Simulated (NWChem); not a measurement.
Correlation energy of H$_{2}$Si

```
Si
H 1 1.5340
H 1 1.5340 2 91.22
```
Charge 0, spin multiplicity 1.

Program: NWChem. All single points use one geometry, from PBE0/def2-SVP, a minimum by its harmonic frequencies.

Basis set: 3-21G. Each correlation energy counts from its own Hartree-Fock reference.

The correlated methods keep 5 core orbitals frozen. The structure started from a generated list of species. Coupled-cluster values serve here as a point of comparison, not as the truth.

Q: For the correlation energy, MP2 gives -44.8 mHa and SCS-MP2 gives -51.5 mHa. What do CCSD, CCSD+T(CCSD), CCSD(T) give?

A: CCSD: -64.6 mHa; CCSD+T(CCSD): -65.2 mHa; CCSD(T): -65.2 mHa.
